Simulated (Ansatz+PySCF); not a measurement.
**singlet C₃H₄: levels of theory in one basis**

```yaml
atoms:
  - { symbol: C, position_ang: [0.0000, 0.0000, -1.3078] }
  - { symbol: C, position_ang: [0.0000, 0.0000, 0.0000] }
  - { symbol: C, position_ang: [0.0000, 0.0000, 1.3078] }
  - { symbol: H, position_ang: [0.0000, -0.9368, -1.8749] }
  - { symbol: H, position_ang: [0.0000, 0.9368, -1.8749] }
  - { symbol: H, position_ang: [-0.9368, 0.0000, 1.8749] }
  - { symbol: H, position_ang: [0.9368, 0.0000, 1.8749] }
```

Basis set: def2-SVP (spherical functions). Left uncorrelated: 3 orbitals. Charge 0, multiplicity 1.

Computed with Ansatz (development build ahead of 0.2.0); each method stands on the lowest determinant of its kind that the runs found. NEVPT2 correlates all electrons. Active spaces start from the frontier orbitals, and the lowest solution found is given.

```csv
method,E − E(RHF) (eV),<S²> of the determinant
RHF,0.00,0.00
RHF-MP2,-10.67,–
RHF-CCSD,-11.61,–
RHF-CCSD(T),-12.06,–
"CASSCF(4,4)",-1.45,–
"CASSCF(2,2)",-0.71,–
"SC-NEVPT2(2,2)",-10.99,–
```

(1) What does SC-NEVPT2(4,4) give on the same scale?

(2) Is a single determinant a sound starting point here?

## Answers

(1) -11.08 eV. NEVPT2 here correlates all electrons, so it doesn't share the others' frozen core.

(2) By this sign, yes. Unrestricted orbitals gain 0.00 eV and <S²> is 0.00 against 0.00 for a pure state. The CASSCF(4,4) natural occupations are 1.92, 1.92, 0.08, 0.08. The CASSCF(2,2) natural occupations are 1.92, 0.08.
